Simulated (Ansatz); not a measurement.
**Tetrafluoroethylene (C₂F₄): how energies converge with the basis set**

The task here is to estimate one member of a computed series from the others.

The runs use Ansatz 0.2.0, Gaussian basis; one geometry, several basis sets.

The runs, in order: PBE0-D4/def2-SVP; ωB97M-V/def2-SVP; PBE0-D4/def2-QZVPP; ωB97M-V/def2-QZVPP; the functionals' def2-TZVPP values are taken from earlier runs.

## The geometry

An earlier PBE0-D4 in a triple-zeta def2 set relaxation fixed the geometry.

SMILES `FC(F)=C(F)F`, 6 atoms, charge 0, spin multiplicity 1.

Atoms are counted from 1 here; the program's logs count them from 0.

Bond lengths: F1–C2 1.310 Å, C2–F3 1.310 Å, C2–C4 1.320 Å, C4–F5 1.310 Å, C4–F6 1.310 Å. Angles: F1–C2–F3 113.3°, F1–C2–C4 123.4°, F3–C2–C4 123.4°, C2–C4–F5 123.4°, C2–C4–F6 123.4°, F5–C4–F6 113.3°.

The first run:

in.yaml reads:

```yaml
crystal:
  periodic: [false, false, false]
  atoms:
    - {symbol: F, position_ang: [1.169249, -1.134480, -0.707996]}
    - {symbol: C, position_ang: [0.202470, -0.640150, 0.025689]}
    - {symbol: F, position_ang: [-0.337461, -1.520617, 0.832268]}
    - {symbol: C, position_ang: [-0.188425, 0.618786, -0.041055]}
    - {symbol: F, position_ang: [0.351489, 1.499268, -0.847629]}
    - {symbol: F, position_ang: [-1.155222, 1.113093, 0.692624]}
basis:
  gaussian: {orbitals: def2-SVP}
hamiltonian: {xc: pbe0, dispersion: d4}
output: {orbitals: {seedname: orbitals}}
```

Steps of the session up to this table: PBE0-D4 in def2-SVP; ωB97M-V in def2-SVP; PBE0-D4 in def2-QZVPP; ωB97M-V in def2-QZVPP.

One of the session's tables, all rows but one given; the rest of the session is left out.

It belongs to the step «Density functionals: the series». 

| functional | basis | HOMO (eV) | LUMO (eV) |
| --- | --- | --- | --- |
| PBE0-D4 | def2-SVP | -7.41 | 0.94 |
| PBE0-D4 | def2-TZVPP | -7.53 | 0.88 |
| PBE0-D4 | def2-QZVPP | ? | ? |
| ωB97M-V | def2-SVP | -9.66 | 3.31 |
| ωB97M-V | def2-TZVPP | -9.82 | 3.21 |
| ωB97M-V | def2-QZVPP | -9.88 | 2.94 |

Q: Estimate the row for PBE0-D4, def2-QZVPP from the others.

**Answer.** HOMO (eV): -7.59; LUMO (eV): 0.83. In the column «HOMO (eV)» it lies between ωB97M-V, def2-SVP (-9.66) and PBE0-D4, def2-TZVPP (-7.53).
